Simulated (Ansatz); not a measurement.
**Palladium, fcc: convergence with Methfessel-Paxton smearing**

Computed with Ansatz, LDA, scalar-relativistic PAW, on the relaxed cell (a = 3.842 Å; spin not included). Errors count from a run at 420 eV on a Γ-centred 23×23×23 mesh with Fermi-Dirac smearing of 0.1 eV, extrapolated to zero width. Fixed here: cutoff 420 eV, mesh 14×14×14. The SCF starts from atomic densities corrected by a trained network.

```csv
width (eV),E(σ→0) error (meV/atom),F error (meV/atom),P (GPa),SCF iterations
0.01,16.5,16.5,-0.55,6
0.03,16.4,16.4,-0.50,5
0.1,16.5,16.1,-0.48,5
0.2,15.3,13.0,-0.42,5
0.3,12.4,7.1,-0.31,5
0.6,-4.9,-17.3,-0.19,5
```

Problem. What does the run at 1.0 give (width)?

Solution. E(σ→0) error (meV/atom): -30.7; F error (meV/atom): -46.3; P (GPa): -0.48; SCF iterations: 5.
